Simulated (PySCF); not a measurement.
PySCF input for NaCl, SMILES [Na][Cl], TDDFT-M06-2X/def2-TZVPD. Geometry: PBE-D3(BJ)/def2-TZVPD.

```python
import numpy as np
from pyscf import gto, scf, dft, tdscf

mol = gto.M(
    atom='''
    Na    0.00000000    0.00000000   -1.44050329
    Cl    0.00000000    0.00000000    0.93209037
    ''',
    basis='def2-TZVPD',
    charge=0,
    spin=0,
    symmetry=True,
    symmetry_subgroup='C2v',
    max_memory=1600,
    verbose=4,
)
mf = dft.RKS(mol, xc='m06-2x').density_fit(auxbasis='def2-universal-jkfit')
mf.grids.level = 4
mf.conv_tol = 1e-9
mf.max_cycle = 100
mf.kernel()
mf.grids = dft.Grids(mol).set(level=2).build(with_non0tab=True)  # coarser grid for the response kernel
td = tdscf.TDDFT(mf)
td.singlet = True
td.nstates = 10
td.conv_tol = 1e-4
td.positive_eig_threshold = 1e-6
td.kernel(x0=td.get_init_guess(mf, 15))
td.analyze()
tt = tdscf.TDA(mf)
tt.singlet = False
tt.nstates = 4
tt.conv_tol = 1e-4
tt.positive_eig_threshold = 1e-6
tt.kernel(x0=tt.get_init_guess(mf, 9))
tt.analyze(verbose=3)
```

Output:

```
PySCF version 2.14.0

[INPUT] verbose = 4
[INPUT] num. atoms = 2
[INPUT] num. electrons = 28
[INPUT] charge = 0
[INPUT] spin (= nelec alpha-beta = 2S) = 0
[INPUT] symmetry True subgroup C2v
[INPUT] Mole.unit = angstrom
[INPUT] Symbol           X                Y                Z      unit          X                Y                Z       unit  Magmom
[INPUT]  1 Na     0.000000000000   0.000000000000  -1.440503290000 AA    0.000000000000   0.000000000000  -2.722156699635 Bohr   0.0
[INPUT]  2 Cl     0.000000000000   0.000000000000   0.932090370000 AA    0.000000000000   0.000000000000   1.761395522645 Bohr   0.0

nuclear repulsion = 41.7080008727832
point group symmetry = Coov, use subgroup C2v
symmetry origin: [0.00000000e+00 0.00000000e+00 6.74902166e-09]
symmetry axis x: [1. 0. 0.]
symmetry axis y: [0. 1. 0.]
symmetry axis z: [0. 0. 1.]
num. orbitals of irrep A1 = 36
num. orbitals of irrep A2 = 7
num. orbitals of irrep B1 = 19
num. orbitals of irrep B2 = 19
number of shells = 29
number of NR pGTOs = 128
number of NR cGTOs = 81
basis = def2-TZVPD
ecp = {}


[settings echo left out]
init E= -622.359193008062
HOMO (B1) = -0.417011620716925  LUMO (A1) = -0.0813778802334255  gap/eV = 9.13306
cycle= 1 E= -622.494369883817  delta_E= -0.135  |g|= 0.35  |ddm|= 0.836
HOMO (B1) = -0.197492273707063  LUMO (A1) = -0.0673424917223677  gap/eV = 3.54156
cycle= 2 E= -622.506165746864  delta_E= -0.0118  |g|= 0.351  |ddm|= 0.708
HOMO (B2) = -0.280479519149182  LUMO (A1) = -0.059141416539962  gap/eV = 6.02292
cycle= 3 E= -622.535838160912  delta_E= -0.0297  |g|= 0.016  |ddm|= 0.302
HOMO (B2) = -0.286017353772246  LUMO (A1) = -0.0604977347201867  gap/eV = 6.13670
cycle= 4 E= -622.535878643891  delta_E= -4.05e-05  |g|= 0.00316  |ddm|= 0.0171
HOMO (B2) = -0.286630928057217  LUMO (A1) = -0.0607305449644748  gap/eV = 6.14706
cycle= 5 E= -622.535880764735  delta_E= -2.12e-06  |g|= 0.00117  |ddm|= 0.00427
HOMO (B1) = -0.286523255745502  LUMO (A1) = -0.0608158173210924  gap/eV = 6.14181
cycle= 6 E= -622.535881046309  delta_E= -2.82e-07  |g|= 0.000103  |ddm|= 0.000845
HOMO (B1) = -0.286481310318019  LUMO (A1) = -0.0608193646237645  gap/eV = 6.14057
cycle= 7 E= -622.535881053332  delta_E= -7.02e-09  |g|= 4.29e-05  |ddm|= 0.000365
HOMO (B1) = -0.286476563514226  LUMO (A1) = -0.0608547900063243  gap/eV = 6.13948
cycle= 8 E= -622.535881053937  delta_E= -6.04e-10  |g|= 7.92e-06  |ddm|= 8.88e-05
HOMO (B1) = -0.286474107490751  LUMO (A1) = -0.0608752338417027  gap/eV = 6.13886
Extra cycle  E= -622.535881053987  delta_E= -5.06e-11  |g|= 6.32e-06  |ddm|= 3.5e-05
converged SCF energy = -622.535881053987
tot grids = 23064
Overwritten attributes  positive_eig_threshold  of <class 'pyscf.tdscf.rks.TDDFT'>


******** <class 'pyscf.tdscf.rks.TDDFT'> for <class 'pyscf.df.df_jk.DFSymAdaptedRKS'> ********
nstates = 10 singlet
deg_eia_thresh = 1.000e-03
wfnsym = None
conv_tol = 0.0001
eigh lindep = 1e-12
eigh level_shift = 0
eigh max_cycle = 100


Excitation energies (eV)
[4.04919955 4.04919955 4.70192134 5.81144081 5.85016265 5.85128161
 6.06548963 6.29230166 6.29230167 6.35675966]

** Singlet excitation energies and oscillator strengths **
Excited State   1:   B2      4.04920 eV    306.19 nm  f=0.0118
      14 -> 15       -0.69138
      14 -> 22       -0.10412
Excited State   2:   B1      4.04920 eV    306.19 nm  f=0.0118
      13 -> 15       -0.69138
      13 -> 22       -0.10412
Excited State   3:   A1      4.70192 eV    263.69 nm  f=0.0753
      12 -> 15        0.69175
Excited State   4:   A2      5.81144 eV    213.35 nm  f=0.0000
      13 -> 17        0.47080
      13 -> 21        0.14417
      14 -> 16       -0.47080
      14 -> 20       -0.14417
Excited State   5:   A2      5.85016 eV    211.93 nm  f=0.0000
      13 -> 17       -0.47185
      13 -> 21       -0.14292
      14 -> 16       -0.47185
      14 -> 20       -0.14292
Excited State   6:   A1      5.85128 eV    211.89 nm  f=0.0000
      13 -> 16       -0.47168
      13 -> 20       -0.14329
      14 -> 17        0.47168
      14 -> 21        0.14329
Excited State   7:   A1      6.06549 eV    204.41 nm  f=0.0473
      12 -> 15        0.11004
      13 -> 16       -0.47523
      13 -> 20       -0.12045
      14 -> 17       -0.47523
      14 -> 21       -0.12045
Excited State   8:   B2      6.29230 eV    197.04 nm  f=0.0511
      12 -> 17        0.14928
      14 -> 18        0.54066
      14 -> 19        0.37712
      14 -> 22        0.12712
Excited State   9:   B1      6.29230 eV    197.04 nm  f=0.0511
      12 -> 16        0.14928
      13 -> 18        0.54066
      13 -> 19        0.37712
      13 -> 22        0.12712
Excited State  10:   B2      6.35676 eV    195.04 nm  f=0.0466
      12 -> 17        0.65602
      12 -> 21        0.17298
      12 -> 25        0.10419
      14 -> 18       -0.12812

** Transition electric dipole moments (AU) **
state          X           Y           Z        Dip. S.      Osc.
  1         0.0000     -0.3442      0.0000      0.1184      0.0118
  2        -0.3442     -0.0000     -0.0000      0.1184      0.0118
  3         0.0000     -0.0000      0.8085      0.6536      0.0753
  4        -0.0000     -0.0000      0.0000      0.0000      0.0000
  5        -0.0000     -0.0000     -0.0000      0.0000      0.0000
  6         0.0000     -0.0000     -0.0000      0.0000      0.0000
  7        -0.0000      0.0000      0.5644      0.3186      0.0473
  8         0.0000      0.5758      0.0000      0.3315      0.0511
  9         0.5758      0.0000      0.0000      0.3315      0.0511
 10         0.0000     -0.5470      0.0000      0.2992      0.0466

** Transition velocity dipole moments (imaginary part, AU) **
state          X           Y           Z        Dip. S.      Osc.
  1        -0.0000     -0.0537     -0.0000      0.0029      0.0129
  2        -0.0537     -0.0000      0.0000      0.0029      0.0129
  3        -0.0000      0.0000      0.1452      0.0211      0.0814
  4         0.0000      0.0000      0.0000      0.0000      0.0000
  5        -0.0000      0.0000      0.0000      0.0000      0.0000
  6        -0.0000     -0.0000     -0.0000      0.0000      0.0000
  7         0.0000     -0.0000      0.1369      0.0187      0.0561
  8        -0.0000      0.1362     -0.0000      0.0185      0.0535
  9         0.1362      0.0000     -0.0000      0.0185      0.0535
 10        -0.0000     -0.1329      0.0000      0.0177      0.0504

** Transition magnetic dipole moments (imaginary part, AU) **
state          X           Y           Z
  1        -0.0697      0.0000     -0.0000
  2        -0.0000      0.0697     -0.0000
  3        -0.0000      0.0000     -0.0000
  4        -0.0000     -0.0000     -0.0000
  5        -0.0000      0.0000     -0.0000
  6        -0.0000      0.0000     -0.0000
  7        -0.0000     -0.0000      0.0000
  8         0.1964      0.0000      0.0000
  9         0.0000     -0.1964      0.0000
 10        -0.1852      0.0000     -0.0000
Overwritten attributes  positive_eig_threshold  of <class 'pyscf.tdscf.rks.TDA'>


******** <class 'pyscf.tdscf.rks.TDA'> for <class 'pyscf.df.df_jk.DFSymAdaptedRKS'> ********
nstates = 4 triplet
deg_eia_thresh = 1.000e-03
wfnsym = None
conv_tol = 0.0001
eigh lindep = 1e-12
eigh level_shift = 0
eigh max_cycle = 100


Excitation energies (eV)
[4.0423915  4.0423915  4.65383989 5.81372756]

** Triplet excitation energies and oscillator strengths **
Excited State   1:   B1      4.04239 eV    306.71 nm  f=0.0000
Excited State   2:   B2      4.04239 eV    306.71 nm  f=0.0000
Excited State   3:   A1      4.65384 eV    266.41 nm  f=0.0000
Excited State   4:   A2      5.81373 eV    213.26 nm  f=0.0000
```

Self-consistency was reached.

Cost: roughly 60 core-seconds.
